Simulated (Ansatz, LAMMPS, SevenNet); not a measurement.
## A-type hexagonal La2O3: properties by level of theory

Reference values: lattice constant a 3.934 Å (measured, 300 K, no zero-point or thermal correction, sources range from 3.934 to 3.940; as tabulated in Santana et al. (2016), arXiv:1608.06321); lattice parameter c 6.13 Å (measured, temperature not stated, not corrected to a static lattice; as tabulated in Rustad et al. (2011), arXiv:1107.4261).

```csv
level (code),equilibrium lattice constant a (Å),lattice parameter c (Å)
"ionic model ilett1993 (shell model, LAMMPS)",3.931,6.056
SevenNet-l3i5 (SevenNet),3.937,6.185
LDA (Ansatz),3.883,5.951
PBE (Ansatz),3.941,6.187
PBE-D4 (Ansatz),3.920,?
r²SCAN (Ansatz),3.935,6.126
```

Question: Complete the blanks.

Answer: 
- PBE-D4 (Ansatz, a first-principles code), lattice parameter c (Å): 6.103

Differences from the reference values (errors of the level alone only where the reference is corrected to a static lattice):

| level | lattice constant a (%) | lattice parameter c (%) |
|---|---|---|
| ionic model ilett1993 | -0.08 | -1.21 |
| SevenNet-l3i5 | +0.08 | +0.90 |
| LDA | -1.30 | -2.92 |
| PBE | +0.18 | +0.93 |
| PBE-D4 | -0.36 | -0.44 |
| r²SCAN | +0.03 | -0.07 |

Nearest: lattice constant a, not ranked (reference at room or unstated temperature); lattice parameter c, not ranked (reference at room or unstated temperature). Empirical potentials aren't ranked on values they can be fitted to.

Empirical potentials (ionic model ilett1993) are fitted to chosen data, which need not cover the solid at hand: agreement can be built in, and what lay outside the fit can be far off. Machine-learned potentials (SevenNet-l3i5) are trained on DFT data, which may include these solids.

Ansatz's density-functional and Hartree–Fock values are scalar-relativistic unless marked +SOC, with PAW data made under PBE.

Differences are worked out from the printed values.

Static lattice: no zero-point or thermal effects.
